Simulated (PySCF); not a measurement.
# C6H14 (2,2-dimethylbutane): the cost of one run

The runs use PySCF 2.14.0, with density-fitted response routines of our own; the level of theory stands in each step. All values are computed, except where a source is named. Atoms are numbered from 0 throughout.

## Step 1: The starting structure

20 atoms, charge 0, multiplicity 1; geometry from: MMFF94s.

Bonds of the start (Å): C0–C1 1.52, C1–C2 1.55, C2–C3 1.54, C2–C4 1.54, C2–C5 1.54, C0–H6 1.09, C0–H7 1.09, C0–H8 1.10, C1–H9 1.10, C1–H10 1.10, C3–H11 1.10, C3–H12 1.10, C3–H13 1.10, C4–H14 1.10, C4–H15 1.09, C4–H16 1.10, C5–H17 1.09, C5–H18 1.10, C5–H19 1.10.

## Step 2: Optimising the geometry at PBE0-D3(BJ)/def2-SVP

What the job is given:

```
{"job": {"xc": "PBE0", "basis": "def2-SVP", "d3": "d3bj", "grid": 1, "kind": "geom"}, "charge": 0, "multiplicity": 1}
C      2.099724    -0.529186     0.075921
C      0.985043     0.162237    -0.699821
C     -0.419400     0.121856    -0.044110
C     -1.403268     0.865724    -0.968143
C     -0.910321    -1.325081     0.128109
C     -0.412896     0.820422     1.325654
H      2.250709    -0.074514     1.058833
H      1.898076    -1.595503     0.209874
H      3.042504    -0.440588    -0.474412
H      1.280205     1.207772    -0.858446
H      0.931945    -0.294359    -1.696879
H     -1.100651     1.909356    -1.110320
H     -2.416741     0.867888    -0.551058
H     -1.451968     0.394038    -1.956120
H     -0.885504    -1.866558    -0.824081
H     -0.297668    -1.878780     0.847018
H     -1.942222    -1.349427     0.497101
H      0.203284     0.281939     2.053057
H     -0.025628     1.842266     1.246057
H     -1.425225     0.880497     1.741766
```

On the command line:

```console
> OMP_NUM_THREADS=1 python probes_run.py task.json out
```

The driver reads the jobs from task.json and runs them one after another.

Q: Estimate the wall time and peak memory of this first job on 1 thread of Arm Neoverse N1, shared host.

About 62 s, with a peak of 0.6 GiB.
